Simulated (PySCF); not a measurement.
# How the method moves the HOMO and LUMO of `[BH3-][NH3+]`

Species: BH₆N.
Numbering: `[BH3-:1][NH3+:2]` (hydrogens: H3, H4, H5 on B1; H6, H7, H8 on N2)

Geometry (PBE0-D3(BJ)/def2-SVP, Å), atoms numbered from 1 in this order:
```
atom  x, y, z in Å
B1    -0.8059    0.1056   -0.0392
N2     0.8125   -0.1176    0.0050
H3    -1.2191   -0.6697   -0.8925
H4    -0.9644    1.2822   -0.3391
H5    -1.2028   -0.1628    1.0883
H6     1.0468   -1.0794    0.2531
H7     1.2515    0.4950    0.6931
H8     1.2377    0.0799   -0.9015
```

Basis pcSseg-2 throughout (PySCF), one geometry. Geometry: PBE0-D3(BJ)/def2-SVP; no solvent, vibrations or thermal averaging.

Problem. How do the orbital energies, the gap and the dipole change with the method?

Solution. 
| method | kind | HOMO (eV) | LUMO (eV) | gap (eV) | μ (D) | SCF cycles |
| --- | --- | --- | --- | --- | --- | --- |
| OPBE | GGA | -6.32 | -1.11 | 5.21 | 5.45 | 12 |
| BLYP | GGA | -6.34 | -1.24 | 5.10 | 5.44 | 13 |
| PBE | GGA | -6.39 | -1.17 | 5.22 | 5.45 | 12 |
| LDA | LDA | -6.42 | -1.21 | 5.21 | 5.48 | 13 |
| B97-D | GGA | -6.42 | -1.04 | 5.38 | 5.45 | 12 |
| KT2 | GGA | -6.47 | -1.12 | 5.35 | 5.34 | 12 |
| BP86 | GGA | -6.50 | -1.02 | 5.49 | 5.46 | 12 |
| KT3 | GGA | -6.52 | -1.40 | 5.12 | 5.35 | 12 |
| B3LYP | global hybrid | -7.58 | -0.76 | 6.82 | 5.47 | 11 |
| PBE0 | global hybrid | -7.75 | -0.40 | 7.36 | 5.49 | 12 |
| mPW1PW91 | global hybrid | -7.79 | -0.42 | 7.37 | 5.49 | 12 |
| HF | Hartree–Fock | -11.17 | 1.84 | 13.01 | 5.56 | 9 |

The HOMO spans 4.84 eV, from OPBE down to HF, and the gap runs from 5.10 eV (BLYP) to 13.01 eV (HF). Over the methods OPBE (0 %), BLYP (0 %), PBE (0 %), LDA (0 %), B97-D (0 %), KT2 (0 %), BP86 (0 %), KT3 (0 %), B3LYP (20 %), PBE0 (25 %), mPW1PW91 (25 %), HF (100 %), a straight line through the gap against the share of exact exchange rises by 0.78 eV for each 10 % (correlation coefficient 0.998). The dipole ranges from 5.34 D (KT2) to 5.56 D (HF). This basis has no diffuse functions.

Reference dipole: 5.22 D (measured, gas; NIST CCCBDB Release 22 (SRD 101), experimental dipoles); nearest here: KT2 (5.34 D) and KT3 (5.35 D).
